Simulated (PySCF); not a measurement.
**Static response to an electric field**

Species: C3H9PS.
Structure used (PBE0-D3(BJ)/def2-SVP), in Å, numbered top down from 1:
```
atom  x, y, z in Å
C1    -0.6947    1.5713   -0.4219
P2     0.1568    0.2303    0.4718
C3     1.5458   -0.2281   -0.6160
C4    -0.9876   -1.1843    0.3624
S5     0.6852    0.6967    2.2883
H6    -0.9744    1.2735   -1.4438
H7    -1.5927    1.8498    0.1473
H8    -0.0252    2.4424   -0.4548
H9     2.0598   -1.0934   -0.1742
H10    1.2080   -0.4716   -1.6348
H11    2.2525    0.6131   -0.6457
H12   -1.2602   -1.4119   -0.6793
H13   -1.8899   -0.9449    0.9425
H14   -0.5039   -2.0572    0.8231
```

Level: CAM-B3LYP/def2-SVPD (PySCF), static field, nuclei fixed, core orbitals frozen in the response. The polarisability tensor in these axes (au):

```
x   81.21  0.98  3.82
y    0.98 80.98  3.39
z    3.82  3.39 93.21
```

**Question.** Give the principal values, the mean and the anisotropy Δα = √{½[(α1 − α2)² + (α2 − α3)² + (α1 − α3)²]}.

**Answer.** Principal values 80.09, 80.11 and 95.20 au; mean 85.13 au = 12.62 Å³ = 14.04 × 10⁻⁴⁰ C²·m²/J; Δα = 15.10 au (18 % of the mean).

**Question.** What is the dipole moment, and where does it point?

**Answer.** (-1.40, -1.23, -4.81) D, 5.16 D in size, pointing from the negative to the positive side. Measured along this direction, the outermost atoms are S5 at the negative end and H12, H10 and H6 at the positive end.

**Question.** Orientational against electronic polarisability at 273 K (dilute gas, rigid molecules)?

**Answer.** In Gaussian units μ²/3kT = 235.51 Å³ against 12.62 Å³, a ratio of 18.67; the Debye molar polarisation (4π/3)N_A(α + μ²/3kT) is 625.9 cm³/mol, leaving out the vibrational part.

**Question.** What would n − 1 = 2πNα be for an ideal gas of these molecules at 298.15 K and 1 atm, electronic part alone?

**Answer.** N = p/kT = 2.4615 × 10¹⁹ cm⁻³, so n − 1 = 2π × N × 12.62 × 10⁻²⁴ cm³ = 1951 × 10⁻⁶ at long wavelengths, for an ideal gas.

**Question.** Find the Langevin capture rate constant for NH4+ (18.034 u) meeting this molecule (108.016 u), k = 2.342 × 10⁻⁹ cm³/s × √(α in Å³ / reduced mass in u).

**Answer.** The reduced mass is 15.45 u, so k = 2.12 × 10⁻⁹ cm³/s. The formula leaves out the permanent dipole, which adds to the capture rate.

**Question.** What molar refraction does this α imply?

**Answer.** Lorentz–Lorenz: R = (4π/3)N_A α = 2.5225 cm³/(mol·Å³) × 12.62 Å³ = 31.8 cm³/mol, in the limit of long wavelengths.

**Question.** Sum over states: ᾱ = Σ f/ω², ω in Eh. What share falls to these 6 lowest TDDFT singlets (eV, f)? 5.94, 0.0697; 5.94, 0.0700; 6.13, 0.0001; 6.13, 0.0001; 6.60, 0.0000; 6.70, 0.0085.

**Answer.** They add up to 3.08 au, 3.6 % of the 85.13 au; the largest single term is 1.47 au, from the state at 5.94 eV. Terms in order: 1.46, 1.47, 0.00, 0.00, 0.00, 0.14 au. Higher excitations give the rest. The strengths listed sum to 0.148.

Isolated species at its PBE0-D3(BJ)/def2-SVP geometry, gas phase.
